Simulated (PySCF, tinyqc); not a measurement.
CID on RHF in the sto-3g basis, frozen core, for BH, spin multiplicity 1, step by step. The lowest restricted solution is unstable here: a spin-polarised one lies 0.0997 hartree lower (PySCF). One step of it, computed by the program tinyqc.

Task: CID: roots. Diagonalise (each vector has its largest component positive (the first on a tie)); all determinants have Ms = 0, so triplets appear too. The lowest singlet root is the correlation energy.

Occupation strings over the orbitals (2 doubly, a alpha, b beta, 0 empty; spin orbitals ordered 1a 1b 2a 2b ...): 222000 220200 2ab200 220020 2ab020 220002 2ab002 2ba200 202200 2ba020 202020 2ba002 202002

H - E(HF) between determinants (hartree):
```
           222000     220200     2ab200     220020     2ab020     220002     2ab002     2ba200
222000   0.000000   0.204896  -0.021443   0.013348   0.015225   0.013348   0.015225   0.021443
220200   0.204896   0.314922  -0.017318   0.022341   0.000000   0.022341   0.000000   0.017318
2ab200  -0.021443  -0.017318   0.380756   0.000000   0.022341   0.000000   0.022341  -0.061763
220020   0.013348   0.022341   0.000000   0.521722  -0.106450   0.031630   0.000000   0.000000
2ab020   0.015225   0.000000   0.022341  -0.106450   0.391399   0.000000   0.031630   0.000000
220002   0.013348   0.022341   0.000000   0.031630   0.000000   0.521722  -0.106450   0.000000
2ab002   0.015225   0.000000   0.022341   0.000000   0.031630  -0.106450   0.391399   0.000000
2ba200   0.021443   0.017318  -0.061763   0.000000   0.000000   0.000000   0.000000   0.380756
202200   0.071711   0.061763   0.056601   0.000000   0.000000   0.000000   0.000000  -0.056601
2ba020  -0.015225   0.000000   0.000000   0.106450  -0.061763   0.000000   0.000000   0.022341
202020   0.109196   0.000000   0.000000   0.061763  -0.032532   0.000000   0.000000   0.000000
2ba002  -0.015225   0.000000   0.000000   0.000000   0.000000   0.106450  -0.061763   0.022341
202002   0.109196   0.000000   0.000000   0.000000   0.000000   0.061763  -0.032532   0.000000

           202200     2ba020     202020     2ba002     202002
222000   0.071711  -0.015225   0.109196  -0.015225   0.109196
220200   0.061763   0.000000   0.000000   0.000000   0.000000
2ab200   0.056601   0.000000   0.000000   0.000000   0.000000
220020   0.000000   0.106450   0.061763   0.000000   0.000000
2ab020   0.000000  -0.061763  -0.032532   0.000000   0.000000
220002   0.000000   0.000000   0.000000   0.106450   0.061763
2ab002   0.000000   0.000000   0.000000  -0.061763  -0.032532
2ba200  -0.056601   0.022341   0.000000   0.022341   0.000000
202200   0.751751   0.000000   0.022341   0.000000   0.022341
2ba020   0.000000   0.391399   0.032532   0.031630   0.000000
202020   0.022341   0.032532   0.566238   0.000000   0.031630
2ba002   0.000000   0.031630   0.000000   0.391399   0.032532
202002   0.022341   0.000000   0.031630   0.032532   0.566238
```

Give: lowest roots of this matrix, relative to E(HF); lowest vectors; <S^2> of these roots; weight of the ground state by excitation level 0, 1, 2, ....

Result:

lowest roots of this matrix, relative to E(HF) (hartree): -0.1319  0.2980  0.3014  0.3021  0.3208  0.3781  0.3960  0.4550

lowest vectors:
```
         root 1   root 2   root 3   root 4
222000   0.8921   0.0000   0.0000   0.0000
220200  -0.4011   0.0000   0.0000   0.0000
2ab200   0.0276   0.0000   0.0000   0.6237
220020  -0.0016   0.0000   0.4426   0.0000
2ab020  -0.0304   0.5000   0.3899  -0.2356
220002  -0.0016   0.0000  -0.4426   0.0000
2ab002  -0.0304  -0.5000  -0.3899  -0.2356
2ba200  -0.0276   0.0000   0.0000   0.6237
202200  -0.0411   0.0000   0.0000   0.0000
2ba020   0.0304   0.5000  -0.3899  -0.2356
202020  -0.1348   0.0000  -0.0085   0.0000
2ba002   0.0304  -0.5000   0.3899  -0.2356
202002  -0.1348   0.0000   0.0085   0.0000
```

<S^2> of these roots: 0.0000  2.0000  0.0000  2.0000  0.0000  2.0000  0.0000  0.0000

weight of the ground state by excitation level 0, 1, 2, ...: 0.7958  0.0000  0.2042

The reference has a weight of only 0.80: one determinant is a poor start here.
